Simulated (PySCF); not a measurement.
formamide (CH₃NO), SMILES NC=O. Coordinates come from a PBE0-D3(BJ)/def2-TZVP optimisation. One conformer was computed; it need not be the lowest.

Task: Give the equilibrium geometry at PBE0-D3(BJ)/def2-TZVP (PySCF confirms it by a frequency run) as a Z-matrix, and its point group. (The exact figures need the calculation; the answer reports its results.)

Result: One answer among several that fit: point group Cs.
```
C
O 1 1.2060
N 1 1.3509 2 124.96
H 3 1.0033 1 121.28 2 180.00
H 3 1.0061 4 119.43 1 180.00
H 1 1.1071 2 122.71 3 180.00
```
